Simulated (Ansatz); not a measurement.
Basis-set extrapolation for C2H2O (`C#CO`) (PBE0-D4/def2-TZVP geometry, frozen core, the Gaussian-basis code of Ansatz). Multiplicity 1, RHF reference.

|  | cc-pV(T+d)Z | cc-pV(Q+d)Z |
| --- | --- | --- |
| HF | -151.728045 | -151.739253 |
| MP2 correlation | -0.541244 | -0.579516 |
| CCSD(T) correlation | -0.575419 | -0.610402 |

Energies in hartree. Use E(X) = E(∞) + A·exp(−5.46·√X) for Hartree–Fock and E(X) = E(∞) + B·X^(−3.05) for correlation, with X = 3 and 4.

**Question.** What is the CCSD(T) energy at the basis-set limit?

**Answer.** HF limit: -151.739253 + (-0.011208) × 0.30130 = -151.74263. Correlation limit: -0.610402 + (-0.034983) × 0.71189 = -0.63531. Total: -152.37794 hartree, 2.03 eV below CCSD(T)/cc-pV(T+d)Z.
